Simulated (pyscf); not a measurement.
Structures and frequencies: ωB97X-D3(BJ)/def2-SVP in PySCF. MP2 and CC: frozen core, UHF for open shells. ΔMP2 is the change of the MP2 total energy from the triple- to the quadruple-zeta basis.

Question: For the elementary gas-phase step HO–B(OH)–OH (SMILES OB(O)O) → H₂O (SMILES O) + O=B–OH (SMILES O=BO) (singlet surface; B–O, H–O broken, H–O formed), what barrier and reaction energy does CCSD(T)/def2-TZVPP + ΔMP2(QZVPP) give, measured from the reactant's lowest minimum found?

Answer: ΔE‡ = 58.1 kcal/mol, ΔE = +54.0 kcal/mol. Zero-point energy shifts the barrier by -3.3 kcal/mol. It is an elimination, with an imaginary mode of 1214i cm⁻¹. On the product side the descent ends in an adduct with a B–O contact, 6.5 kcal/mol under the separated species and 8.1 kcal/mol under the saddle at ωB97X-D3(BJ)/def2-TZVP. What is counted as broken (B–O) persists as a longer contact in the product adduct; parting that adduct is a step of its own. This is the saddle that the search found; another between the same sides may lie lower. The CCSD(T) − MP2 part came from Ansatz, without density fitting, on the same reference.
